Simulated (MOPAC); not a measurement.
MOPAC input (AM1):

```
AM1 FORCE THERMO(298,298) PRECISE LET UHF MS=0.5 GEO-OK AUX(PRECISION=9) THREADS=1
C4H5

C     0.05781925 1    1.17488155 1    0.26272359 1
C     0.06628232 1   -1.17982212 1    0.23732693 1
C     0.78844182 1    0.00569822 1   -0.26488807 1
C    -0.68474572 1    0.00170507 1   -0.38506050 1
H     0.00358822 1    1.35461789 1    1.35227833 1
H     0.08676117 1    2.11437259 1   -0.31966782 1
H     0.01342956 1   -1.38340374 1    1.32276165 1
H     0.10192904 1   -2.10631077 1   -0.36520271 1
H    -1.52108363 1    0.00600659 1   -1.06351734 1
```

From the last part of the output:

```
     H    9   0.032295   0.008208   6.187310

          HEAT OF FORMATION =     142.603836 KCALS/MOLE

          ZERO POINT ENERGY      47.526 KCAL/MOL

           NORMAL COORDINATE ANALYSIS (Total motion = 1 Angstrom)

   Root No.       1         2         3         4         5         6         7         8

                 1 A'      2 A'      1 A"      3 A'      4 A'      2 A"      3 A"      5 A'

                 418.5     775.6     791.5     862.6     948.8     952.3    1000.9    1034.9

           1   -0.0323    0.0202   -0.0040   -0.0233   -0.0534   -0.0150   -0.0152   -0.0172
           2    0.0255   -0.0260    0.0193    0.0063   -0.0185    0.0283    0.0242   -0.0214
           3   -0.0357   -0.0329    0.0195    0.0217    0.0216   -0.0209    0.0527    0.0058
           4    0.0323   -0.0202   -0.0040    0.0233    0.0534   -0.0150   -0.0152    0.0172
           5    0.0255   -0.0260   -0.0193    0.0063   -0.0185   -0.0283   -0.0242   -0.0214
           6   -0.0357   -0.0329   -0.0195    0.0217    0.0216    0.0209   -0.0527    0.0058
           7    0.0000   -0.0000   -0.0265    0.0000   -0.0000   -0.0043   -0.0683    0.0000
           8   -0.0307    0.0631    0.0000   -0.0433   -0.0270   -0.0000   -0.0000    0.0544
           9    0.0615    0.0355   -0.0000   -0.0393   -0.0346    0.0000    0.0000   -0.0632
          10    0.0000    0.0000    0.0396   -0.0000   -0.0000    0.0079    0.0905   -0.0000
          11   -0.0425    0.0004   -0.0000   -0.0270    0.0877    0.0000    0.0000    0.0020
          12    0.0385    0.0453    0.0000   -0.0041   -0.0015    0.0000    0.0000    0.0749
          13   -0.1776    0.0355   -0.0105   -0.0450   -0.1157    0.1869   -0.0732   -0.0752
          14    0.0409    0.0706    0.1709    0.1084    0.0423    0.0074   -0.0831   -0.2028
          15   -0.0592    0.0499    0.1365    0.0938    0.0455    0.0232   -0.0504   -0.1576
          16    0.0384    0.0074    0.0009   -0.0087   -0.0246   -0.1131    0.0212    0.0100
          17    0.1046   -0.1971   -0.1540   -0.0058   -0.1160   -0.0764    0.1247    0.0536
          18   -0.1272   -0.1423   -0.1269   -0.0185   -0.1192    0.1227    0.0544    0.0017
          19    0.1776   -0.0355   -0.0105    0.0450    0.1157    0.1869   -0.0732    0.0752
          20    0.0409    0.0706   -0.1709    0.1084    0.0423   -0.0074    0.0831   -0.2028
          21   -0.0592    0.0499   -0.1365    0.0938    0.0455   -0.0232    0.0504   -0.1576
          22   -0.0384   -0.0074    0.0009    0.0087    0.0246   -0.1131    0.0212   -0.0100
          23    0.1046   -0.1971    0.1540   -0.0058   -0.1160    0.0764   -0.1247    0.0536
          24   -0.1272   -0.1423    0.1269   -0.0185   -0.1192   -0.1227   -0.0544    0.0017
          25    0.0000    0.0000   -0.0415   -0.0000   -0.0000    0.1672    0.2024    0.0000
          26   -0.0283    0.1158   -0.0000    0.4832   -0.1342    0.0000    0.0000    0.1369
          27    0.0329    0.0076    0.0000   -0.1513    0.0634    0.0000    0.0000    0.0340

   Root No.       9        10        11        12        13        14        15        16

                 4 A"      6 A'      5 A"      7 A'      6 A"      8 A'      7 A"      9 A'

                1079.2    1084.5    1168.8    1175.1    1411.9    1412.0    1499.8    1655.6

           1    0.0009   -0.0582    0.0005    0.0147   -0.0039    0.0153   -0.1312   -0.0919
           2   -0.0304    0.0259    0.0217    0.0482    0.0010    0.0035   -0.0515   -0.0317
           3    0.0021   -0.0300    0.0262    0.0335    0.0044   -0.0018    0.0322    0.0416
           4    0.0009    0.0582    0.0005   -0.0147   -0.0039   -0.0153   -0.1312    0.0919
           5    0.0304    0.0259   -0.0217    0.0482   -0.0010    0.0035    0.0515   -0.0317
           6   -0.0021   -0.0300   -0.0262    0.0335   -0.0044   -0.0018   -0.0322    0.0416
           7    0.0150   -0.0000    0.0266    0.0000   -0.0303   -0.0000    0.1679   -0.0000
           8    0.0000   -0.0161    0.0000   -0.0219   -0.0000    0.0224    0.0000    0.1440
           9   -0.0000    0.0121    0.0000    0.0050   -0.0000    0.0076    0.0000    0.0526
          10   -0.0399   -0.0000   -0.0387    0.0000   -0.0213   -0.0000    0.0888   -0.0000
          11   -0.0000   -0.0115   -0.0000   -0.0250    0.0000   -0.0136   -0.0000   -0.0794
          12   -0.0000    0.0294   -0.0000   -0.0269   -0.0000   -0.0213    0.0000   -0.1188
          13   -0.0712    0.1539   -0.0273    0.0149    0.2200   -0.2231    0.0783    0.0205
          14    0.1311   -0.0414   -0.1195   -0.1341   -0.0240    0.0242   -0.0540   -0.0453
          15    0.1098   -0.0184   -0.0919   -0.1089    0.0296   -0.0338    0.0669    0.0497
          16    0.0293   -0.1674    0.0064    0.0183    0.1253   -0.1112   -0.0215    0.0013
          17    0.0700   -0.1079   -0.1481   -0.1653    0.1211   -0.1156    0.0395    0.0619
          18    0.0128    0.1157   -0.1240   -0.1426   -0.1586    0.1496   -0.0767   -0.0771
          19   -0.0712   -0.1539   -0.0273   -0.0149    0.2200    0.2231    0.0783   -0.0205
          20   -0.1311   -0.0414    0.1195   -0.1341    0.0240    0.0242    0.0540   -0.0453
          21   -0.1098   -0.0184    0.0919   -0.1089   -0.0296   -0.0338   -0.0669    0.0497
          22    0.0293    0.1674    0.0064   -0.0183    0.1253    0.1112   -0.0215   -0.0013
          23   -0.0700   -0.1079    0.1481   -0.1653   -0.1211   -0.1156   -0.0395    0.0619
          24   -0.0128    0.1157    0.1240   -0.1426    0.1586    0.1496    0.0767   -0.0771
          25    0.3597   -0.0000    0.1737    0.0000    0.0186   -0.0000   -0.0438   -0.0000
          26   -0.0000    0.0093   -0.0000    0.0086    0.0000   -0.0044   -0.0000   -0.0461
          27    0.0000    0.0243    0.0000   -0.0338    0.0000   -0.0267   -0.0000   -0.1468

   Root No.      17        18        19        20        21

                 8 A"     10 A'      9 A"     11 A'     12 A'

                3131.9    3133.4    3184.2    3186.5    3337.2

           1    0.0098   -0.0097   -0.0199    0.0211   -0.0015
           2   -0.0175    0.0175   -0.0033    0.0028   -0.0004
           3    0.0224   -0.0224    0.0041   -0.0034   -0.0011
           4    0.0098    0.0097   -0.0199   -0.0211    0.0015
           5    0.0175    0.0175    0.0033    0.0028   -0.0004
           6   -0.0224   -0.0224   -0.0041   -0.0034   -0.0011
           7    0.0008   -0.0000   -0.0014   -0.0000    0.0000
           8   -0.0000    0.0007    0.0000   -0.0006    0.0042
           9    0.0000   -0.0015   -0.0000   -0.0009    0.0011
          10    0.0007    0.0000   -0.0016   -0.0000    0.0000
          11    0.0000    0.0014   -0.0000    0.0009   -0.0223
          12   -0.0000    0.0005    0.0000    0.0005   -0.0718
          13    0.0554   -0.0566    0.0321   -0.0307   -0.0059
          14    0.1577   -0.1604    0.1303   -0.1253   -0.0082
          15   -0.1999    0.2035   -0.1653    0.1592    0.0130
          16   -0.1820    0.1731    0.2224   -0.2278    0.0036
          17    0.0623   -0.0589   -0.0887    0.0907   -0.0011
          18   -0.0787    0.0745    0.1120   -0.1146    0.0006
          19    0.0554    0.0566    0.0321    0.0307    0.0059
          20   -0.1577   -0.1604   -0.1303   -0.1253   -0.0082
          21    0.1999    0.2035    0.1653    0.1592    0.0130
          22   -0.1820   -0.1731    0.2224    0.2278   -0.0036
          23   -0.0623   -0.0589    0.0887    0.0907   -0.0011
          24    0.0787    0.0745   -0.1120   -0.1146    0.0006
          25    0.0017    0.0000    0.0014   -0.0000   -0.0000
          26    0.0000   -0.0029   -0.0000   -0.0009    0.2442
          27   -0.0000   -0.0111    0.0000   -0.0035    0.8414

           MASS-WEIGHTED COORDINATE ANALYSIS (NORMAL COORDINATES)

   Root No.       1         2         3         4         5         6         7         8

                 1 A'      2 A'      1 A"      3 A'      4 A'      2 A"      3 A"      5 A'

                 418.5     775.6     791.5     862.6     948.8     952.3    1000.9    1034.9

           1   -0.2038    0.1299   -0.0293   -0.1311   -0.3282   -0.1150   -0.0892   -0.1023
           2    0.1613   -0.1672    0.1409    0.0352   -0.1140    0.2174    0.1419   -0.1272
           3   -0.2256   -0.2120    0.1424    0.1220    0.1327   -0.1601    0.3089    0.0344
           4    0.2038   -0.1299   -0.0293    0.1311    0.3282   -0.1150   -0.0892    0.1023
           5    0.1613   -0.1672   -0.1409    0.0352   -0.1140   -0.2174   -0.1419   -0.1272
           6   -0.2256   -0.2120   -0.1424    0.1220    0.1327    0.1601   -0.3089    0.0344
           7    0.0000   -0.0000   -0.1936    0.0000   -0.0000   -0.0332   -0.3999    0.0000
           8   -0.1936    0.4061    0.0000   -0.2435   -0.1663   -0.0000   -0.0000    0.3231
           9    0.3885    0.2284   -0.0000   -0.2207   -0.2131    0.0000    0.0000   -0.3755
          10    0.0000    0.0000    0.2895   -0.0000   -0.0000    0.0605    0.5299   -0.0000
          11   -0.2683    0.0023   -0.0000   -0.1515    0.5396    0.0000    0.0000    0.0117
          12    0.2430    0.2914    0.0000   -0.0230   -0.0090    0.0000    0.0000    0.4452
          13   -0.3249    0.0661   -0.0224   -0.0733   -0.2061    0.4156   -0.1242   -0.1294
          14    0.0749    0.1315    0.3622    0.1765    0.0754    0.0165   -0.1410   -0.3489
          15   -0.1084    0.0929    0.2894    0.1527    0.0810    0.0516   -0.0855   -0.2712
          16    0.0703    0.0137    0.0020   -0.0141   -0.0438   -0.2516    0.0359    0.0172
          17    0.1915   -0.3674   -0.3266   -0.0094   -0.2068   -0.1700    0.2116    0.0923
          18   -0.2327   -0.2653   -0.2690   -0.0302   -0.2124    0.2730    0.0923    0.0030
          19    0.3249   -0.0661   -0.0224    0.0733    0.2061    0.4156   -0.1242    0.1294
          20    0.0749    0.1315   -0.3622    0.1765    0.0754   -0.0165    0.1410   -0.3489
          21   -0.1084    0.0929   -0.2894    0.1527    0.0810   -0.0516    0.0855   -0.2712
          22   -0.0703   -0.0137    0.0020    0.0141    0.0438   -0.2516    0.0360   -0.0172
          23    0.1915   -0.3674    0.3266   -0.0094   -0.2068    0.1700   -0.2116    0.0923
          24   -0.2327   -0.2653    0.2690   -0.0302   -0.2124   -0.2730   -0.0923    0.0030
          25    0.0000    0.0000   -0.0880   -0.0000   -0.0000    0.3719    0.3433    0.0000
          26   -0.0519    0.2158   -0.0000    0.7869   -0.2390    0.0000    0.0000    0.2356
          27    0.0602    0.0143    0.0000   -0.2464    0.1130    0.0000    0.0000    0.0585

   Root No.       9        10        11        12        13        14        15        16

                 4 A"      6 A'      5 A"      7 A'      6 A"      8 A'      7 A"      9 A'
```
